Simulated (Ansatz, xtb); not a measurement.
Relative energy of two isomers of H3NOS2

We compare I, `N[S@](O)=S`, a singlet, with II, `N[S@](=O)S`, a singlet. Both are isolated molecules in the gas phase, relaxed with PBE0-D3(BJ)/pcseg-1; the shapes shown needn't be the lowest conformers.

I (Å):

```yaml
atoms:
  - { symbol: N, position_ang: [2.5959, 1.2415, -1.7827] }
  - { symbol: O, position_ang: [3.8622, 0.2784, -3.8143] }
  - { symbol: S, position_ang: [3.7006, 0.0183, -2.1781] }
  - { symbol: S, position_ang: [2.7178, -1.6665, -1.9663] }
  - { symbol: H, position_ang: [2.9876, 1.8731, -1.0871] }
  - { symbol: H, position_ang: [1.7003, 0.8508, -1.4905] }
  - { symbol: H, position_ang: [3.0783, -0.1146, -4.2459] }
```

II (Å):

```json
{"atom": "N", "x (Å)": "2.5899", "y (Å)": "0.8125", "z (Å)": "-1.2013"}
{"atom": "O", "x (Å)": "4.6495", "y (Å)": "0.8998", "z (Å)": "-2.6388"}
{"atom": "S", "x (Å)": "3.7688", "y (Å)": "-0.1082", "z (Å)": "-1.9911"}
{"atom": "S", "x (Å)": "2.6762", "y (Å)": "-1.0673", "z (Å)": "-3.6424"}
{"atom": "H", "x (Å)": "2.2328", "y (Å)": "1.5597", "z (Å)": "-1.7994"}
{"atom": "H", "x (Å)": "1.8312", "y (Å)": "0.2373", "z (Å)": "-0.8374"}
{"atom": "H", "x (Å)": "2.8480", "y (Å)": "0.0229", "z (Å)": "-4.4258"}
```

Problem. Estimate E(II) − E(I) at the level CCSD(T)/def2-TZVP.

Solution. Too close to call at this level: CCSD(T)/def2-TZVP gives E(II) − E(I) = +1.50 kcal/mol.

How the difference moves with the method:

```json
{"level": "GFN2-xTB", "geometry": "GFN2-xTB", "E(II) − E(I) (kcal/mol)": "−5.63", "departure from the last row (kcal/mol)": "−7.12", "job, with rough time for the two": "optimisation, 0.19 s"}
{"level": "HF/STO-3G", "geometry": "GFN2-xTB", "E(II) − E(I) (kcal/mol)": "+33.22", "departure from the last row (kcal/mol)": "+31.72", "job, with rough time for the two": "single point, 0.28 s"}
{"level": "r2SCAN-D4/def2-SVP", "geometry": "GFN2-xTB", "E(II) − E(I) (kcal/mol)": "+4.08", "departure from the last row (kcal/mol)": "+2.59", "job, with rough time for the two": "single point, 1.9 s"}
{"level": "PBE0-D3(BJ)/pcseg-1", "geometry": "PBE0-D3(BJ)/pcseg-1", "E(II) − E(I) (kcal/mol)": "+3.41", "departure from the last row (kcal/mol)": "+1.91", "job, with rough time for the two": "optimisation, 62 s"}
{"level": "HF/def2-TZVP", "geometry": "PBE0-D3(BJ)/pcseg-1", "E(II) − E(I) (kcal/mol)": "+3.78", "departure from the last row (kcal/mol)": "+2.28", "job, with rough time for the two": "part of the CCSD(T) run"}
{"level": "MP2/def2-TZVP", "geometry": "PBE0-D3(BJ)/pcseg-1", "E(II) − E(I) (kcal/mol)": "+1.90", "departure from the last row (kcal/mol)": "+0.41", "job, with rough time for the two": "part of the CCSD(T) run"}
{"level": "CCSD(T)/def2-TZVP", "geometry": "PBE0-D3(BJ)/pcseg-1", "E(II) − E(I) (kcal/mol)": "+1.50", "departure from the last row (kcal/mol)": "", "job, with rough time for the two": "single point, 56 s"}
```

As drawn, II has 1 O=S, 1 S–S, 1 S–H in place of 1 O–S, 1 S=S, 1 O–H.

GFN2-xTB puts the two in the other order. The largest departure from CCSD(T)/def2-TZVP is that of HF/STO-3G, 31.72 kcal/mol.

With harmonic frequencies from PBE0-D3(BJ)/pcseg-1 (ideal gas, rigid rotor, one conformer each, 298.15 K, 1 atm): on the last row, ΔE + ΔZPE = −0.14, ΔH = −0.06, ΔG = −0.20 kcal/mol.

The correlated steps freeze 12 core orbitals. Codes used: Ansatz 0.2.0, xtb 6.7.1; the last row on 2 threads of Intel(R) Xeon(R) 6975P-C (Granite Rapids) on a shared host.
